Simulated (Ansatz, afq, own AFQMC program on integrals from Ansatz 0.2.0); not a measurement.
# CH4O, triplet: AFQMC among the cluster methods

```yaml
atoms:
  - { symbol: C, position_ang: [-1.1729, 0.0000, 0.0000] }
  - { symbol: H, position_ang: [-1.5361, 1.0273, 0.0000] }
  - { symbol: H, position_ang: [-1.5361, -0.5137, 0.8897] }
  - { symbol: H, position_ang: [-1.5361, -0.5137, -0.8897] }
  - { symbol: H, position_ang: [0.1701, 0.0000, 0.0000] }
  - { symbol: O, position_ang: [1.1601, 0.0000, 0.0000] }
```

Connectivity, by distances: CH3 ··· OH.

Basis cc-pVTZ. Noble-gas cores (and the filled d shells of Ga–Kr and In–Xe) are frozen. Ansatz 0.2.0 and our own AFQMC program on the same integrals; the CISD trial comes from CCSD amplitudes, and released means the phaseless constraint is let go. Error bars are statistical, one sigma.

Determinant: UHF, the one that the program's search chose, which needn't be the lowest solution. The geometry is a point of a scan.

No full CI on the walks' own integrals is used here. The released AFQMC energy serves as the reference, which it does only where one determinant dominates, the energy is flat over the last release times and near the phaseless one (40 meV or 2 meV an electron, half that with transition metals). On small molecules, where full CI could be run and the noise was under 10 meV, such values lay within 10 meV of it in 19 cases of 20, a flattering rate, since the rule was set on those same cases; what remains of the bias isn't in the error bar.

Cautions: lower spins were not checked; the released value is read at 1.62 1/Eh, later times being too noisy (meV from the phaseless value at times in 1/Eh: 1 ± 9 at 0.24, -10 ± 8 at 0.51, 2 ± 8 at 0.99, -3 ± 8 at 1.62, -10 ± 20 at 2.40).

```
T1 diagnostic                               : 0.0129
weight of the determinant in the CISD state : 0.887
⟨S²⟩ of the determinant                     : 2.027
size of the correlated space                : 14 electrons in 114 orbitals
```

| level | correlation energy (eV) |
| --- | --- |
| MP2 | -10.1129 |
| CCSD | -11.0169 |
| CCSD(T) | -11.3426 |

(1) Estimate where AFQMC with the constraint released lies against CCSD(T) on the same integrals.

(1) 2.9 ± 0.8 kJ/mol below CCSD(T).

Reference: AFQMC with the constraint released, correlation energy -11.373 ± 0.008 eV.

| level | E − E(reference) (kJ/mol) | share of correlation (%) |
| --- | --- | --- |
| CCSD(T) | 2.9 ± 0.8 | 99.74 |
| ph-AFQMC/CISD | 0.3 ± 1.0 | 99.98 |

A walk keeps the symmetry of its determinant, which the program's search chose and which needn't be the lowest solution, so a lower state of the same spin and another symmetry isn't excluded. Released energies are given only where the last usable release times agree within the noise; a slower fall can still hide under it.
